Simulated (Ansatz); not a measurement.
System: rock-salt MgS. Method: r²SCAN0 (PAW; Ansatz, a first-principles code).

Run with plane-wave cutoff 520 eV, 8×8×8 k mesh, Fermi–Dirac smearing 0.01 eV, scalar-relativistic PAW data made under PBE.

Energies at three volumes about the minimum:

```csv
V (Å³/atom),E − E_lowest (meV/atom)
16.990,2.95
17.480,0.00
17.861,2.62
```

Problem. Fit a parabola by hand: where is the minimum, what lattice constant follows, and what is the bulk modulus?

Solution. Slopes: (0.00 − 2.95)/(17.480 − 16.990) = -6.020 and (2.62 − 0.00)/(17.861 − 17.480) = 6.877 meV/Å³. Curvature E″ = 2 × (6.877 − (-6.020))/(17.861 − 16.990) = 29.614 meV/Å⁶. From the middle of the first interval, the slope vanishes at V0 = 17.2350 − (-6.020)/29.614 = 17.438 Å³/atom. B = V0 E″ = 17.438 × 29.614 meV/Å³ × 0.1602 GPa per meV/Å³ = 82.7 GPa. With 8 atoms in the cube, a = (8 × 17.438)^(1/3) = 5.186 Å. The full Birch–Murnaghan fit to all volumes gives V0 = 17.429 Å³/atom and B0 = 82.8 GPa.

Measured, for comparison: bulk modulus 81 GPa, lattice constant a 5.188 Å (corrected for zero-point motion; as tabulated in Goldzak et al. (2022), arXiv:2208.04865). Computed (rounded) less measured: bulk modulus +2 %.
